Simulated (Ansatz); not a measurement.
Elastic constant C44 of some elemental solids other than molecular ones

Method: HSE06 in Ansatz (PAW). References are measured values at low temperature. The table is a random draw of 8 from 12 solids with such references.

Values in GPa.

```
solid                 reference  HSE06  error (%)
--------------------  ---------  -----  ---------
hcp Zr                     36.3   44.7        +23
diamond                     579    608       +5.0
hcp Ti                       51   68.5        +34
bcc Ta                    87.4¶   79.0       -9.6
diamond-structure Si       80.2   81.4       +1.5
fcc Ag                     51.1   43.0      -15.9
fcc Cu                    81.8¶   84.4       +3.2
bcc Mo                     112¶    116       +3.6
```

Over these 8 solids the mean error is +5.7 %, the mean absolute error 12.0 % (median 7.3 %), and the worst case hcp Ti at +34 %; the value is above the reference in 6 of 8 cases. Over all 12, from unrounded values, the mean error is -2.6 % and the mean absolute error 16.2 % (median 10.5 %). Caveats on values not shown: hybrids on metals are sensitive to the k mesh (4); shear constants of such metals converge slowly with the k mesh (1).

All these references are low-temperature values that still hold zero-point motion.

Spin–orbit coupling is left out, also for the solids with elements from indium on (bcc Ta); its size isn't shown.

¶ marks references of a special kind: bcc Ta, 87.4 GPa (measured, 0 K, extrapolated to 0 K; zero-point effects included; as tabulated in Wang et al. (2022), arXiv:2209.12322); fcc Cu, 81.8 GPa (measured, 0 K, extrapolated to 0 K; zero-point effects included; as tabulated in Malica and Corso (2021), arXiv:2109.00459); bcc Mo, 112 GPa (measured, 0 K, 300 K values taken to 0 K by the source's computed thermal shift; zero-point effects included; as tabulated in Gong and Corso (2024), arXiv:2406.16634).

Exact exchange on metals is sensitive to the k mesh.

Differences are worked out from the printed values.

Each level is taken at its own relaxed cell. Caveats: hybrids on metals are sensitive to the k mesh (hcp Zr, hcp Ti, bcc Ta, fcc Ag, fcc Cu, bcc Mo); shear constants of such metals converge slowly with the k mesh (bcc Ta, bcc Mo). Ansatz's density-functional and Hartree–Fock values are scalar-relativistic unless marked +SOC, with PAW data made under PBE.

Ansatz's runs of these crystals have no spin polarisation. Meta-GGAs and exact exchange favour moments, which can bear on hcp Ti.

Not in this set, of the elemental solids other than molecular ones with a reference value in our tables and a result at some level: 14 for a reference at room or unstated temperature; 11 for no value at HSE06 (not run, a failed fit, an unstable or unbound cell, or a value held back for tests); 1 for a run that failed a test (HSE06); 1 for sources at odds; 1 for a doubt noted on the run at HSE06. These can be a level's best or worst cases. Solids without a released value at any level aren't counted. Layered and molecular crystals are counted apart. The metals Ce to Yb are counted apart.

References as tabulated in Tanner et al. (2021), arXiv:2110.11888; Clouet (2012), arXiv:1210.1082; Ferrari et al. (2019), arXiv:1905.01197; Wang et al. (2022), arXiv:2209.12322 and others.

Ansatz is a program for electronic structure.
